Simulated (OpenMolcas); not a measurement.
**HNO3 (peroxynitrous acid) at CCSD(T)/STO-3G (Cholesky decomposition)**

What is the energy change on altering one bond length of HNO3 (peroxynitrous acid) at CCSD(T)/STO-3G (Cholesky decomposition)? 

The calculation is run with OpenMolcas 26.06.

3 further runs of the same task are left out: 3 set aside as unsound or not needed.

## Step 1: The molecule

The species is HNO3 (5 atoms), meant as a singlet with charge 0. As SMILES, `O=NOO`. The shape is that of a GFN2-xTB optimisation. This is one conformer, not always the lowest.

Bond lengths: O1–N2 1.201 Å, N2–O3 1.273 Å, O3–O4 1.436 Å, O4–H5 0.984 Å. Angles: O1–N2–O3 119.9°, N2–O3–O4 119.3°, O3–O4–H5 102.4°.

## Step 2: The energy at CCSD(T)/STO-3G (Cholesky decomposition)

mol.xyz reads:

```xyz
5

O      0.065910    -0.913420     1.047340
N     -0.887330    -0.616080     0.379900
O     -0.768700     0.249290    -0.545570
O      0.510450     0.860430    -0.776300
H      1.079670     0.419780    -0.105350
```

test.input reads:

```
&GATEWAY
 Coord=mol.xyz
 Basis=STO-3G
 Group=NoSym

&SEWARD
 Medium

&SCF
 PrOrbitals=1

&CHCC
 Frozen=4

&CHT3
 Frozen=4
```

Run with:

```
export MOLCAS_MEM=1860
pymolcas test.input > test.log
```

Output:

```text
--- Start Module: gateway ---
[...]
--- Stop Module: gateway /rc=_RC_ALL_IS_WELL_ ---
[...]
      Basis functions           21
[...]
       Convergence after  12 Iterations
[...]
::    Total SCF energy                               -275.6818430686
[...]
      Total spin, S                                     0.0000000000
[...]
      Total electronic charge=   32.000000
      Total            charge=   -0.000000
[...]
      Dipole Moment (debye):
      Origin of the operator (angstrom)=   -0.2288   -0.0804    0.0131
                   X=  1.3723E+00               Y=  8.0102E-02               Z=  3.6075E-01           Total=  1.4212E+00
      Quadrupole Moment (debye*angstrom):
[...]
--- Start Module: chcc ---
[...]
--- Stop Module: chcc /rc=_RC_ALL_IS_WELL_ ---
--- Start Module: cht3 ---
[...]
--- Stop Module: cht3 /rc=_RC_ALL_IS_WELL_ ---
[...]
```

It took 2 s on 1 thread of Arm Neoverse V2, shared host.

## Step 3: The distorted shape, same level

mol.xyz reads:

```xyz
5

O      0.054049    -0.999939     1.139868
N     -0.899191    -0.702599     0.472428
O     -0.768700     0.249290    -0.545570
O      0.510450     0.860430    -0.776300
H      1.079670     0.419780    -0.105350
```

test.input reads:

```
&GATEWAY
 Coord = mol.xyz
 Basis = STO-3G
 Group = NoSym

&SEWARD
 Medium

&SCF
 PrOrbitals = 1

&CHCC
 Frozen = 4

&CHT3
 Frozen = 4
```

Run with:

```
export MOLCAS_MEM=1860
pymolcas test.input > test.log
```

Output:

```text
--- Start Module: gateway ---
[...]
--- Stop Module: gateway /rc=_RC_ALL_IS_WELL_ ---
[...]
      Basis functions           21
[...]
       Convergence after  13 Iterations
[...]
::    Total SCF energy                               -275.6986175265
[...]
      Total spin, S                                     0.0000000000
[...]
      Total electronic charge=   32.000000
      Total            charge=   -0.000000
[...]
      Dipole Moment (debye):
      Origin of the operator (angstrom)=   -0.2345   -0.1216    0.0571
                   X=  1.3724E+00               Y= -2.3434E-01               Z=  7.1342E-01           Total=  1.5644E+00
      Quadrupole Moment (debye*angstrom):
[...]
--- Start Module: chcc ---
[...]
--- Stop Module: chcc /rc=_RC_ALL_IS_WELL_ ---
--- Start Module: cht3 ---
[...]
--- Stop Module: cht3 /rc=_RC_ALL_IS_WELL_ ---
[...]
```

It took 2 s on 1 thread of Arm Neoverse V2, shared host.

## Step 4: Outcome

At CCSD(T)/STO-3G (Cholesky decomposition), 4 core orbitals frozen:

| quantity | value |
| --- | --- |
| first shape: total energy | -275.93731 Eh |
| first shape: dipole moment (mean-field density) | 1.42 D |
| first shape: HOMO energy (Hartree–Fock orbitals) | -9.96 eV |
| first shape: LUMO energy (Hartree–Fock orbitals) | 5.82 eV |
| first shape: HOMO–LUMO gap (Hartree–Fock orbitals) | 15.77 eV |
| first shape: correlation energy (4 core orbitals frozen) | -255.5 mEh |
| first shape: (T) correction | -10.31 mEh |
| distorted shape: total energy | -275.96693 Eh |
| distorted shape: dipole moment (mean-field density) | 1.56 D |
| distorted shape: HOMO energy (Hartree–Fock orbitals) | -10.01 eV |
| distorted shape: LUMO energy (Hartree–Fock orbitals) | 5.31 eV |
| distorted shape: HOMO–LUMO gap (Hartree–Fock orbitals) | 15.32 eV |
| distorted shape: correlation energy (4 core orbitals frozen) | -268.3 mEh |
| distorted shape: (T) correction | -11.00 mEh |
| energy change with the N2–O3 bond stretched from 1.273 to 1.400 Å | -0.806 eV |

In words: With the N2–O3 bond stretched from 1.273 to 1.400 Å the energy falls by 0.81 eV (18.6 kcal/mol). The first shape isn't relaxed at this level, so the change isn't measured from a minimum. The minimal basis adds a large error of its own. The triples (first shape) make up 4.0 % of the correlation energy. Mulliken charges (distorted shape) of the mean-field density run from -0.16 on O4 to +0.21 on H5; they depend strongly on the basis. The triples (distorted shape) make up 4.1 % of the correlation energy.
